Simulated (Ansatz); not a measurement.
A nudged elastic band was laid between two geometries of BFH₃N (6 atoms, charge 0, multiplicity 1).

Theory: Ansatz, RKS CAM-B3LYP-D4/def2-SVP.

* movable images: 7
* climbing image: yes
* spring: 5.0 eV/Å²
* optimiser: quadratic models (default)
* start path: through a guess of the saddle point
* force threshold: 0.05 eV/Å
* iteration limit: 60
* end points: relaxed

First end point:

```xyz
6
Properties=species:S:1:pos:R:3
B 0.146 0.021 0.039
F 0.225 -0.453 1.285
H 1.140 0.461 -0.483
N -1.076 -0.003 -0.623
H -1.920 -0.369 -0.198
H -1.193 0.342 -1.566
```

Last end point:

```xyz
6
Properties=species:S:1:pos:R:3
B -0.387 0.014 -0.252
F 1.992 -0.091 1.413
H 1.232 -0.044 0.849
N -1.532 0.035 -0.988
H -2.418 -0.314 -0.630
H -1.565 0.400 -1.938
```

Problem. Which bonds break or form, and what moves?

Solution. Bonds broken: B1–F2, B1–H3. Bonds formed: F2–H3. BFH3N becomes BH2N + FH.

Problem. What energy profile does the band end with?

Solution. It converged. The highest image is number 3 of 0 to 8, 4.83 eV above the first end and 0.19 eV above the last; the last end lies 4.65 eV above the first. Neighbouring images differ by up to 2.5 eV, so the band resolves the path poorly. A vibrational analysis at the climbing image gives one clearly imaginary mode, 771i cm⁻¹: a first-order saddle point. The orbitals stay closed-shell, which can raise the energy where a bond breaks towards radicals; this wasn't checked here.

```
image  path coordinate (Å)  energy (eV)  B1–F2 (Å)  B1–H3 (Å)  F2–H3 (Å)
    0                 0.00         0.00       1.34       1.21       2.19
    1                 0.52         0.46       1.35       1.19       1.97
    2                 1.04         2.99       1.55       1.20       1.50
    3                 1.56         4.83       1.95       1.44       1.08
    4                 2.05         4.69       2.44       1.84       0.96
    5                 2.54         4.67       2.61       1.88       0.95
    6                 3.03         4.67       2.73       1.91       0.95
    7                 3.52         4.66       2.85       1.94       0.95
    8                 4.01         4.65       2.91       1.96       0.95
```

Problem. What is the geometry of the highest image?

Solution. 
```xyz
6
Properties=species:S:1:pos:R:3:forces:R:3
B 0.160 0.305 -0.613 0.01 0.00 0.01
F 0.551 -0.368 1.174 0.01 0.01 -0.01
H 1.156 0.112 0.415 -0.01 0.00 0.00
N -1.166 0.052 -0.796 -0.02 -0.01 0.00
H -1.726 -0.400 -0.078 0.00 0.00 0.00
H -1.655 0.300 -1.649 0.01 0.00 0.00
```

Run time: 77 s on 1 thread of Intel(R) Xeon(R) 6975P-C (Granite Rapids), on a shared host, peak memory 0.13 GiB.
